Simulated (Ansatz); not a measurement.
The cluster Si2Cl. The state is a doublet with charge 0. Geometry relaxed at r2SCAN-D4/def2-TZVP.

| atom | x (Å) | y (Å) | z (Å) |
| --- | --- | --- | --- |
| Si1 | 0.012 | -0.007 | 0.029 |
| Si2 | -0.768 | 0.505 | -1.893 |
| Cl3 | 0.756 | -0.498 | 1.865 |

The relaxation made no stability test and no search for a lower SCF solution. The structure comes from a short search, and lower isomers may exist.

Task: Estimate the harmonic wavenumbers at UKS r2SCAN-D4/def2-TZVP (Ansatz, unscaled). Is this a minimum?

Result: 58, 70, 387, 697 cm⁻¹. Yes, no mode is imaginary beyond noise. Zero-point energy 7.3 kJ/mol. Run time 3.9 min (4 threads of Arm Neoverse V1 on a shared host).
